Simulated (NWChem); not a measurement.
System: ethylene (C₂H₄); SMILES C=C

The following NWChem deck was run.

```
start job
memory heap 200 mb stack 900 mb global 1100 mb
geometry units angstroms noautoz
  C      0.000000     0.665229     0.000000
  C      0.000000    -0.665229     0.000000
  H      0.931002     1.240614     0.000000
  H     -0.931002     1.240614     0.000000
  H     -0.931002    -1.240614     0.000000
  H      0.931002    -1.240614     0.000000
end
basis spherical
  * library def2-tzvpd
end
dft
  xc r2scan
  iterations 150
  mulliken
end
task dft energy
```

Output (shortened):

```
             Northwest Computational Chemistry Package (NWChem) 7.3.0
             --------------------------------------------------------

 D2H symmetry detected

                             Geometry "geometry" -> ""
                             -------------------------

 Output coordinates in angstroms (scale by  1.889725989 to convert to a.u.)

  No.       Tag          Charge          X              Y              Z
 ---- ---------------- ---------- -------------- -------------- --------------
    1 C                    6.0000     0.00000000     0.66522900     0.00000000
    2 C                    6.0000     0.00000000    -0.66522900     0.00000000
    3 H                    1.0000     0.93100200     1.24061400     0.00000000
    4 H                    1.0000    -0.93100200     1.24061400     0.00000000
    5 H                    1.0000    -0.93100200    -1.24061400     0.00000000
    6 H                    1.0000     0.93100200    -1.24061400     0.00000000

 Effective nuclear repulsion energy (a.u.)      33.2465659495

      Symmetry information
      --------------------

 Group name             D2h
 Group number             26
 Group order               8
 No. of unique centers     2

                                 NWChem DFT Module
                                 -----------------

 Summary of "ao basis" -> "ao basis" (spherical)
 ------------------------------------------------------------------------------
       Tag                 Description            Shells   Functions and Types
 ---------------- ------------------------------  ------  ---------------------
 C                         def2-tzvpd               13       37   6s3p3d1f
 H                         def2-tzvpd                5        9   3s2p

      Symmetry analysis of basis
      --------------------------

        ag         24
        au          6
        b1g        15
        b1u        10
        b2g         6
        b2u        24
        b3g        10
        b3u        15

            General Information
            -------------------
          SCF calculation type: DFT
          Wavefunction type:  closed shell.
          No. of atoms     :     6
          No. of electrons :    16
           Alpha electrons :     8
            Beta electrons :     8
          Charge           :     0
          Spin multiplicity:     1
          Use of symmetry is: on ; symmetry adaption is: on
          Maximum number of iterations: 150
          AO basis - number of functions:   110
                     number of shells:    46
          Convergence on energy requested:  1.00D-06
          Convergence on density requested:  1.00D-05
          Convergence on gradient requested:  5.00D-04

              XC Information
              --------------
                      r^2SCAN Method XC Functional
               r^2SCAN metaGGA Exchange Functional  1.000
                     r^2SCAN Correlation Potential  1.000

             Grid Information
             ----------------
          Grid used for XC integration:  medium
          Radial quadrature: Mura-Knowles
          Angular quadrature: Lebedev.
          Tag              B.-S. Rad. Rad. Pts. Rad. Cut. Ang. Pts.
          ---              ---------- --------- --------- ---------
          C                   0.70       49           9.0       434
          H                   0.35       45          10.0       434
          Grid pruning is: on
          Number of quadrature shells:    94
          Spatial weights used:  Erf1

      Superposition of Atomic Density Guess
      -------------------------------------

 Sum of atomic energies:         -77.34189826

      Non-variational initial energy
      ------------------------------

 Total energy =     -78.441994
 1-e energy   =    -167.827560
 2-e energy   =      56.139000
 HOMO         =      -0.344958
 LUMO         =      -0.004752

      Symmetry analysis of molecular orbitals - initial
      -------------------------------------------------

  Numbering of irreducible representations:

     1 ag          2 au          3 b1g         4 b1u         5 b2g
     6 b2u         7 b3g         8 b3u

  Orbital symmetries:

     1 ag          2 b2u         3 ag          4 b2u         5 b3u
     6 ag          7 b1g         8 b1u         9 b3g        10 ag
    11 b2u        12 b3u        13 ag         14 b1g        15 ag
    16 b1u        17 b2u        18 b2g

     ---------------------------------------------
      Total Density - Mulliken Population Analysis
     ---------------------------------------------

    Atom       Charge   Shell Charges
 -----------   ------   -------------------------------------------------------
    1 C    6     6.35   0.86  1.12  0.58  0.65  0.19 -0.00  1.22  1.30  0.39  0.02  0.03  0.00  0.01
    2 C    6     6.35   0.86  1.12  0.58  0.65  0.19 -0.00  1.22  1.30  0.39  0.02  0.03  0.00  0.01
    3 H    1     0.82   0.24  0.45  0.10  0.02  0.01
    4 H    1     0.82   0.24  0.45  0.10  0.02  0.01
    5 H    1     0.82   0.24  0.45  0.10  0.02  0.01
    6 H    1     0.82   0.24  0.45  0.10  0.02  0.01

   convergence    iter        energy       DeltaE   RMS-Dens  Diis-err
 ---------------- ----- ----------------- --------- --------- ---------
 d= 0,ls=0.0,diis     1    -78.5449523617 -1.12D+02  4.85D-03  1.85D-01
 d= 0,ls=0.0,diis     2    -78.5592702134 -1.43D-02  1.67D-03  1.23D-02
 d= 0,ls=0.0,diis     3    -78.5598555701 -5.85D-04  4.78D-04  7.74D-03
 d= 0,ls=0.0,diis     4    -78.5608394392 -9.84D-04  9.16D-05  1.66D-04
 d= 0,ls=0.0,diis     5    -78.5608612605 -2.18D-05  1.44D-05  6.40D-07
 d= 0,ls=0.0,diis     6    -78.5608613398 -7.92D-08  4.51D-06  3.65D-09

         Total DFT energy =      -78.560861339771
      One electron energy =     -170.094008292148
           Coulomb energy =       70.517843096227
    Exchange-Corr. energy =      -12.231262093303
 Nuclear repulsion energy =       33.246565949454

 Numeric. integr. density =       16.000001322920

                  Occupations of the irreducible representations
                  ----------------------------------------------

                     irrep           alpha         beta
                     --------     --------     --------
                     ag                3.0          3.0
                     au                0.0          0.0
                     b1g               1.0          1.0
                     b1u               1.0          1.0
                     b2g               0.0          0.0
                     b2u               2.0          2.0
                     b3g               0.0          0.0
                     b3u               1.0          1.0

                       DFT Final Molecular Orbital Analysis
                       ------------------------------------

 Vector    6  Occ=2.000000D+00  E=-3.888013D-01  Symmetry=ag
              MO Center=  1.8D-15, -9.1D-15,  1.5D-16, r^2= 1.8D+00
   Bfn.  Coefficient  Atom+Function         Bfn.  Coefficient  Atom+Function
  ----- ------------  ---------------      ----- ------------  ---------------
     8      0.310143  1 C  py                45     -0.310143  2 C  py
    11      0.204778  1 C  py                48     -0.204778  2 C  py
    76      0.117147  3 H  s                 85      0.117147  4 H  s
    94      0.117147  5 H  s                103      0.117147  6 H  s
    14      0.087858  1 C  py                51     -0.087858  2 C  py

 Vector    7  Occ=2.000000D+00  E=-3.231943D-01  Symmetry=b1g
              MO Center=  1.2D-17,  6.9D-16, -2.4D-16, r^2= 2.4D+00
   Bfn.  Coefficient  Atom+Function         Bfn.  Coefficient  Atom+Function
  ----- ------------  ---------------      ----- ------------  ---------------
     7      0.221043  1 C  px                44     -0.221043  2 C  px
    13      0.204315  1 C  px                50     -0.204315  2 C  px
    76      0.188587  3 H  s                 85     -0.188587  4 H  s
    94      0.188587  5 H  s                103     -0.188587  6 H  s
    10      0.149523  1 C  px                47     -0.149523  2 C  px

 Vector    8  Occ=2.000000D+00  E=-2.555362D-01  Symmetry=b1u
              MO Center=  7.9D-16, -3.4D-17, -5.1D-16, r^2= 1.5D+00
   Bfn.  Coefficient  Atom+Function         Bfn.  Coefficient  Atom+Function
  ----- ------------  ---------------      ----- ------------  ---------------
     9      0.287867  1 C  pz                46      0.287867  2 C  pz
    12      0.270480  1 C  pz                49      0.270480  2 C  pz
    15      0.128773  1 C  pz                52      0.128773  2 C  pz

 Vector    9  Occ=0.000000D+00  E=-2.716237D-02  Symmetry=b3g
              MO Center=  1.5D-15, -1.2D-15,  4.0D-16, r^2= 2.4D+00
   Bfn.  Coefficient  Atom+Function         Bfn.  Coefficient  Atom+Function
  ----- ------------  ---------------      ----- ------------  ---------------
    12      0.325735  1 C  pz                49     -0.325735  2 C  pz
     9      0.299431  1 C  pz                46     -0.299431  2 C  pz
    15      0.184918  1 C  pz                52     -0.184918  2 C  pz
    27      0.076162  1 C  d -1              64      0.076162  2 C  d -1
    83      0.071646  3 H  pz                92      0.071646  4 H  pz

 Vector   10  Occ=0.000000D+00  E= 3.712739D-02  Symmetry=ag
              MO Center= -2.3D-15,  5.8D-15, -6.9D-16, r^2= 8.8D+00
   Bfn.  Coefficient  Atom+Function         Bfn.  Coefficient  Atom+Function
  ----- ------------  ---------------      ----- ------------  ---------------
     5      2.184247  1 C  s                 42      2.184247  2 C  s
    77     -1.792864  3 H  s                 86     -1.792864  4 H  s
    95     -1.792864  5 H  s                104     -1.792864  6 H  s
     6      1.423373  1 C  s                 43      1.423373  2 C  s
    14      0.537470  1 C  py                51     -0.537470  2 C  py

[...]
```

Level: r2SCAN/def2-TZVPD. Geometry: optimised at PBE0/def2-SVP.
